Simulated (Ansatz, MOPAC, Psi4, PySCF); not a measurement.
System: C$_{5}$H$_{4}$N, charge 0, multiplicity 2. SMILES: [c]1cccnc1
Structure (B3LYP-D3(BJ)/def2-TZVP (Ansatz, an electronic-structure program) minimum search):
```
C
H 1 1.0828
C 1 1.3911 2 120.66
N 3 1.3313 1 123.94 2 -180.00
C 4 1.3420 3 118.57 1 0.00
C 5 1.3736 4 119.38 3 0.00
C 6 1.3690 5 123.95 4 0.00
H 5 1.0828 4 117.21 3 -180.00
H 7 1.0831 6 122.66 5 180.00
H 3 1.0846 4 115.91 5 -180.00
```
Charge 0, spin multiplicity 2.

Wanted: size of the dipole moment, in D. Set-up: open shells spin-unrestricted; dispersion terms only where a functional's name holds one; non-relativistic; 6-311+G** with 5d; spin-orbit terms left out; six Cartesian d functions in 6-31G* and its kin unless marked 5d; PM7 with its own dispersion and hydrogen-bond terms; LANL2DZ all-electron up to Ne. First-principles rows: single points at B3LYP-D3(BJ) geometries (Ansatz). Semi-empirical rows: dipoles at the shared geometry.

```
level               program  size of the dipole moment (D)
------------------  -------  -----------------------------
AM1                   MOPAC                           1.74
PM3                   MOPAC                           1.72
PM7                   MOPAC                           2.15
MNDO                  MOPAC                           1.74
PBE/6-31G*           Ansatz                           1.76
BLYP/6-31G*          Ansatz                           1.73
BP86/def2-SVP         PySCF                           1.75
BP86/6-31G* (5d)      PySCF                           1.76
B3LYP/LANL2DZ        Ansatz                           2.28
B3LYP/6-31G*         Ansatz                           1.86
B3LYP/6-311+G**      Ansatz                           2.01
M06-2X/6-31G* (5d)    PySCF                           1.93
wB97X-D/6-31G*         Psi4                           1.95
wB97X-D/6-311+G**      Psi4                           2.06
```

No value to compare with is used here. The 14 habitual levels span 1.72 (PM3) to 2.28 D (B3LYP/LANL2DZ).

The levels are drawn from those run, B3LYP/6-31G* more often than the rest, none by its result; runs whose electronic state is in doubt are left out.
